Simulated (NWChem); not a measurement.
# GM06-L/cc-pVDZ-DK (ZORA-SO, smear 0.001 Eh, symtol 0.001) run of BH3 (borane)

Aim: a single-point energy of BH3 (borane). 

The calculation is run with NWChem 7.3.0.

## 1. The molecule

BH3: 4 atoms, total charge 0, spin state singlet. SMILES: `B`. The coordinates come from a PBE0-D4/def2-TZVP relaxation.

Bond lengths: B1–H2 1.193 Å, B1–H3 1.193 Å, B1–H4 1.193 Å. Angles: H2–B1–H3 120.0°, H2–B1–H4 120.0°, H3–B1–H4 120.0°.

## 2. The energy at GM06-L/cc-pVDZ-DK (ZORA-SO, smear 0.001 Eh, symtol 0.001)

bh3.nw reads:

```
start bh3
title "BH3"
memory stack 880 mb heap 220 mb global 1100 mb

geometry autosym 0.001 noautoz
   B      0.013900    -0.015100    -0.005100
   H      0.982200     0.381700     0.568800
   H     -0.276200    -1.171800     0.043000
   H     -0.664400     0.744900    -0.626900
end

basis spherical bse
   * library cc-pVDZ-DK
end

relativistic
   zora on
end

dft
   xc m06-l
   grid fine
   convergence nodiis
   maxiter 75
   smear 0.001
   mulliken
   noprint "final vectors analysis"
end

task sodft energy
```

Run with:

```
$ nwchem bh3.nw > bh3.out
```

Log:

```text
[...]
 Group name             C3h
[...]
          Wavefunction type:  closed shell.
          No. of atoms     :     4
          No. of electrons :     8
[...]
          Charge           :     0
          Spin multiplicity:     1
[...]
          AO basis - number of functions:    29
[...]
              XC Information
              --------------
                        M06-L Method XC Functional
                         M06-L Exchange Functional  1.000
                       M06-L Correlation Potential  1.000
[...]
 d= 0,ls=0.0          1    -26.5962904506 -3.40D+01  4.90D-03               2.5
[...]
 d= 0,ls=0.0         68    -26.6090764518 -1.97D-08  9.38D-06              33.3
[...]
      One electron energy =      -49.052257442537
           Coulomb energy =       20.172813699337
    Exchange-Corr. energy =       -5.148471485641
 Nuclear repulsion energy =        7.418838788750
       Scaling correction =        0.003921151659
[...]
      Total Density - Mulliken Population Analysis
     ---------------------------------------------
    Atom       Charge   Shell Charges
 -----------   ------   -------------------------------------------------------
    1 B    5     4.85   2.01  0.64  0.49  1.39  0.33  0.00
    2 H    1     1.05   0.79  0.24  0.01
    3 H    1     1.05   0.79  0.24  0.01
    4 H    1     1.05   0.79  0.24  0.01
[...]
      <S2> =      0.0000 (Exact =     0.0000)
[...]
```

Wall time 35 s (1 thread of Intel Xeon Platinum 8259CL at 2.50GHz (Skylake/Cascade Lake), shared host); peak memory 0.12 GiB.

## 3. Outcome

Level: GM06-L/cc-pVDZ-DK (ZORA-SO, smear 0.001 Eh, symtol 0.001).

```
     quantity         value
 total energy  -26.60908 Eh
dipole moment        0.00 D
```

Mulliken charges run from -0.05 on H2 to +0.15 on B1.
